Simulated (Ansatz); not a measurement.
H5OPSi, SMILES `OP[SiH3]` at its PBE0-D4/def2-TZVP geometry, where that method's forces vanish. Charge 0, multiplicity 1.

```xyz
8

O    -0.3639   -0.6469   -1.7341
P    -0.7266   -0.9645   -0.1393
Si    0.6144    0.5677    0.8418
H    -0.3628   -1.4711   -2.2268
H    -1.8846   -0.1441    0.0079
H     0.1684    0.6735    2.2580
H     0.5358    1.9005    0.1884
H     2.0192    0.0849    0.8040
```

(1) What forces (eV/Å) does ωB97M-V/def2-TZVPP give on these atoms in Ansatz? (Best estimate.)

Results:

(1) The calculation gave: 
```
O1   0.034 -0.043 -0.105
P2  -0.117  0.074  0.153
Si3  0.064  0.088  0.039
H4   0.004  0.069  0.005
H5   0.116 -0.066 -0.012
H6   0.052 -0.012 -0.159
H7   0.007 -0.165  0.075
H8  -0.160  0.056  0.004
```
